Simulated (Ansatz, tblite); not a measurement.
# The cluster MgBr2−: rung by rung

An exercise on one series of results from a longer session: the logs are not shown, and one member is left open.

The runs use Ansatz 0.2.0, Gaussian basis; as each input shows.

Plan: GFN1-xTB, GFN2-xTB, PBE-D4/def2-TZVPD, r2SCAN-D4/def2-TZVPD, B2PLYP/def2-TZVPD, revPBE-D4/def2-TZVPD, HSE06-D4/def2-TZVPD, BHLYP-D4/def2-TZVPD, LC-ωPBE/def2-TZVPD, LC-ωPBE(0.10)/def2-TZVPD, LC-ωPBE(0.15)/def2-TZVPD, LC-ωPBE(0.20)/def2-TZVPD, LC-ωPBE(0.30)/def2-TZVPD, PBE-D4/def2-SVPD, PBE0-D4/def2-SVPD, CCSD(T)/def2-SVPD, MP2/def2-TZVPD, RPA/def2-TZVPD.

1 further run of the same task is left out (set aside as unsound or not needed). Runs told in other sessions of the task aren't counted.

### The geometry

The geometry is that of the doublet, from an earlier relaxation (r2SCAN-D4/def2-TZVPD). At that level it is the lowest of the isomers that a small search found.

3 atoms, charge -1, spin multiplicity 2.

Bond lengths: Mg1–Br2 2.483 Å, Mg1–Br3 2.483 Å. Angles: Br2–Mg1–Br3 117.8°.

Coordinates:

```xyz
3
Br2Mg
Mg   -0.2627   -0.8135   -0.0277
Br   -1.8892    1.0623   -0.0759
Br    2.1519   -0.2488    0.1036
```

The ion is computed in the gas phase, without counter-ions or solvent.

PBE0-D4/def2-TZVPD was run before; its log isn't repeated, and its numbers join the tables.

Set-up of the first run:

Tight binding, by tblite at 300 K electronic temperature and without a spin-polarisation term:

```python
tblite.interface.Calculator('GFN1-xTB', numbers, positions, charge=-1, uhf=1).singlepoint()
```

Tight binding, by tblite at 300 K electronic temperature and without a spin-polarisation term:

```python
tblite.interface.Calculator('GFN2-xTB', numbers, positions, charge=-1, uhf=1).singlepoint()
```

start.molden holds the orbitals of an earlier run on this state, given as this run's starting guess.

Contents of in.yaml:

```yaml
crystal:
  periodic: [false, false, false]
  atoms:
    - {symbol: Mg, position_ang: [-0.262718, -0.813515, -0.027664]}
    - {symbol: Br, position_ang: [-1.889190, 1.062280, -0.075926]}
    - {symbol: Br, position_ang: [2.151907, -0.248775, 0.103590]}
basis:
  gaussian: {orbitals: def2-TZVPD, initial_orbitals: start.molden}
total_charge: -1
magnetization: {spin_polarized: true, initial_magnetization: 1}
hamiltonian: {xc: pbe, dispersion: d4}
scf: {omitted_lower_state_checks: [starts]}
output: {forces: true, orbitals: {seedname: orbitals}}
```

Started as:

```
$ ansatz run in.yaml --threads 4 --pin off --events-out ev --progress --plain --max-ram 3916MiB
```

Steps of the session up to this table: PBE-D4/def2-TZVPD; r2SCAN-D4/def2-TZVPD; B2PLYP/def2-TZVPD; revPBE-D4/def2-TZVPD; HSE06-D4/def2-TZVPD; BHLYP-D4/def2-TZVPD; LC-ωPBE/def2-TZVPD; LC-ωPBE(0.10)/def2-TZVPD; LC-ωPBE(0.15)/def2-TZVPD; LC-ωPBE(0.20)/def2-TZVPD; LC-ωPBE(0.30)/def2-TZVPD; PBE-D4/def2-SVPD; PBE0-D4/def2-SVPD; CCSD(T)/def2-SVPD; MP2/def2-TZVPD; RPA/def2-TZVPD.

One table of the session follows, with a row left open; its other results are not shown here.

It belongs to the step «Levels side by side». 

```
                   level  HOMO (eV)  LUMO (eV)  gap (eV)
        PBE-D4/def2-SVPD       0.35       1.47      1.11
       PBE-D4/def2-TZVPD       0.39       1.52      1.13
    revPBE-D4/def2-TZVPD       0.41       1.61      1.19
    r2SCAN-D4/def2-TZVPD       0.25       1.80      1.54
       PBE0-D4/def2-SVPD      -0.37       2.13      2.50
      PBE0-D4/def2-TZVPD      -0.34       2.18      2.52
     HSE06-D4/def2-TZVPD       0.04       1.85      1.81
     BHLYP-D4/def2-TZVPD      -0.89       2.65      3.54
      LC-ωPBE/def2-TZVPD      -2.40       3.71      6.11
LC-ωPBE(0.10)/def2-TZVPD      -1.00       2.78      3.78
LC-ωPBE(0.15)/def2-TZVPD          ?          ?         ?
LC-ωPBE(0.20)/def2-TZVPD      -1.80       3.37      5.18
LC-ωPBE(0.30)/def2-TZVPD      -2.20       3.61      5.81
```

**Question.** Estimate the row for LC-ωPBE(0.15)/def2-TZVPD.

The run gave: HOMO (eV): -1.47; LUMO (eV): 3.15; gap (eV): 4.61. In the column «HOMO (eV)» it lies between LC-ωPBE(0.20)/def2-TZVPD (-1.80) and LC-ωPBE(0.10)/def2-TZVPD (-1.00).
